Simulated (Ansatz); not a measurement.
Frontier orbitals of C3H7NO2 (`COCC(=N)O`).

Charge 0, multiplicity 1. The structure was optimised at the PBE0-D4/def2-TZVP level. It is one conformer, not always the lowest. Basis def2-TZVPP, the Gaussian-basis code of Ansatz.

Orbital energies of one run (eV). Highest occupied ones, from the top: -9.28, -9.48, -9.86, -11.04, -12.26, -12.76, -13.61, -13.82, -15.15, -15.73, -15.76, -16.50, -18.38, -20.74. Empty: 1.75, 1.89, 2.37, 3.07, 3.27, 3.67.

(1) Which functional gave them?
A. PBE
B. BLYP
C. CAM-B3LYP
D. revPBE

Results:

(1) C. HOMO energies: CAM-B3LYP -9.28, PBE -6.26, revPBE -6.19, BLYP -6.19 eV.
